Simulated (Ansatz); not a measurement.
Input (CCSDT(Q)/aug-cc-pVTZ; Ansatz, an electronic-structure program):

Ansatz 0.2 input:
```yaml
crystal:
  periodic: [false, false, false]
  atoms:
    - {symbol: F, position_ang: [-0.00000000, -0.00000000, -0.69760205]}
    - {symbol: F, position_ang: [0.00000000, 0.00000000, 0.69760205]}
basis:
  gaussian:
    orbitals: aug-cc-pVTZ
magnetization: {spin_polarized: false}
correlation: {method: ccsdt_q, electrons: outside_noble_gas}
```

Output:

```
Functional definition: HF
integrals: 0.13 GiB planned
1100 factors; integrals over basis functions are off by at most 1.6e-7 eV
mean field: 0.21 GiB planned
mean field evaluation 1: about -5407.8790 eV, gradient 2.1e1 eV
mean field evaluation 2: about -5407.8794 eV, gradient 2.1e1 eV
mean field evaluation 4: about -5408.4467 eV, gradient 1.1e0 eV
mean field evaluation 8: about -5408.4497 eV, gradient 8.1e-6 eV
mean field evaluation 16: about -5408.4495 eV, gradient 3.2e-1 eV
mean field -5408.44972648 eV, -198.7568614694 hartree, gradient 1.4e-6 eV, S^2 0.000000; 0 other end points of the search recorded, 0 dependent functions left out; unrestricted orbitals would lower it
2 core orbitals not correlated
reference -5408.44972648 eV, -198.7568614694 hartree; 7, 7 occupied and 83, 83 virtual orbitals, 1100 factors
second order -14.53144954 eV of doubles, -0.00000000 eV of singles
coupled cluster: 2.14 GiB planned
cycle   1  -14.14878039 eV  change    3.8e-1 eV  update   8.9e-2
cycle   2  -14.79401838 eV  change   -6.5e-1 eV  update   4.7e-2
cycle   3  -15.20976894 eV  change   -4.2e-1 eV  update   1.9e-2
cycle   4  -15.14892566 eV  change    6.1e-2 eV  update   5.4e-3
cycle   5  -15.13209017 eV  change    1.7e-2 eV  update   2.8e-3
cycle   6  -15.14096568 eV  change   -8.9e-3 eV  update   1.3e-3
cycle   7  -15.14607665 eV  change   -5.1e-3 eV  update   8.1e-4
cycle   8  -15.14328181 eV  change    2.8e-3 eV  update   4.3e-4
cycle   9  -15.14289855 eV  change    3.8e-4 eV  update   2.1e-4
cycle  10  -15.14327838 eV  change   -3.8e-4 eV  update   8.7e-5
cycle  11  -15.14313378 eV  change    1.4e-4 eV  update   3.2e-5
cycle  12  -15.14318240 eV  change   -4.9e-5 eV  update   1.4e-5
cycle  13  -15.14319829 eV  change   -1.6e-5 eV  update   6.1e-6
cycle  14  -15.14319984 eV  change   -1.5e-6 eV  update   2.5e-6
cycle  15  -15.14319644 eV  change    3.4e-6 eV  update   1.0e-6
cycle  16  -15.14319882 eV  change   -2.4e-6 eV  update   4.2e-7
cycle  17  -15.14319948 eV  change   -6.6e-7 eV  update   1.8e-7
coupled cluster: 2.14 GiB planned
perturbative correction -0.04415178 eV, -0.0016225481 hartree
Total energy: -5423.63707775 eV, -199.3149863340 hartree
```
